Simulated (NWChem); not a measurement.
Total energies of HN

```xyz
2

N      0.0000     0.0000     0.1326
H      0.0000     0.0000    -0.9279
```
Charge 0, spin multiplicity 3.

Program: NWChem. The geometry was optimised at UPBE/def2-SVP, a minimum by its harmonic frequencies.

Basis set: 3-21G (11 functions).

| method | total energy (Ha) |
|---|---|
| UHF | -54.65912 |
| UMP2 | -54.71352 |
| UB2PLYP | -54.84793 |
| UPBE | -54.84033 |
| UB3LYP | -54.91489 |
| Ur2SCAN | -54.88505 |

Total energies of different functionals aren't comparable as a measure of quality: only differences taken within one method are. 

The correlated methods keep 1 core orbital frozen. B3LYP has NWChem's definition, with VWN1-RPA local correlation. This spin state was chosen for the runs; another may lie lower. The structure started from a generated list of species. The unpaired electrons of the parent sit in orbitals of symmetry b1 and b2 (C2v labels of the run); other states weren't searched. No SCF solution was tested for a lower state. Open-shell Hartree-Fock references start from PBE0 orbitals.
